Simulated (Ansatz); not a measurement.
The input, for Ansatz 0.2.0:

```yaml
crystal:
  periodic: [false, false, false]
  atoms:
    - {symbol: Al, position_ang: [0.000000, 0.000000, 0.000000]}
    - {symbol: As, position_ang: [0.000000, 0.000000, 2.433000]}
basis:
  gaussian: {orbitals: cc-pVDZ}
magnetization: {spin_polarized: false}
correlation: {method: mp2, frozen_orbitals: {Al: 0}}
```

```sh
$ ansatz run in.yaml --threads 1 --pin off --events-out ev --progress --plain --max-ram 2393MiB
```

**Question.** One thing in this input was set wrong on purpose, beside settings that are merely unusual. What is the gravest fault, and what does the program do?

**Answer.** Wrong frozen-orbital counts. How the run ends: refused.
```
Error: "frozen_orbitals" has no count for As
```
